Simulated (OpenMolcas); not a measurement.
# CHP (methylidynephosphane): the vertical energy of the triplet above the singlet, rung by rung

CHP has 3 atoms, charge 0, and is taken as a singlet. As SMILES, `C#P`. The coordinates come from a GFN2-xTB relaxation.

```xyz
3

C    -0.1371    0.0598   -0.0664
P     1.1492   -0.5127    0.5742
H    -1.0121    0.4528   -0.5078
```

Each level gives the vertical energy of the triplet above the singlet (eV). The values are calculated.

```csv
level,kind,program,value (eV),less FCI/STO-3G
HF/STO-3G,Hartree–Fock,OpenMolcas,2.61,-1.46
SVWN5/STO-3G,LDA,OpenMolcas,4.94,+0.87
PBE/STO-3G,GGA,OpenMolcas,4.64,+0.57
r2SCAN/STO-3G,meta-GGA,OpenMolcas,4.37,+0.30
B3LYP/STO-3G,global hybrid,OpenMolcas,4.38,+0.31
"CASPT2(4,4)/STO-3G",multireference,OpenMolcas,4.14,+0.07
"SC-NEVPT2(4,4)/STO-3G",multireference,OpenMolcas,4.12,+0.05
"CCSD(T)/STO-3G, open shells restricted",coupled cluster or CI,OpenMolcas,3.98,-0.09
"FCI/STO-3G, open shells restricted",exact in the basis,OpenMolcas,4.07,0.00
```

FCI/STO-3G, open shells restricted is exact within its basis and frozen core, so for wave-function methods in that basis the difference is their error; functionals converge differently with the basis, so for them it is only a difference. The values span 2.61 to 4.94 eV. Spin contamination of the reference (⟨S²⟩ at least 0.1 too high) touches HF/STO-3G. All rows use very small basis sets, so even the best lies far from the true value.
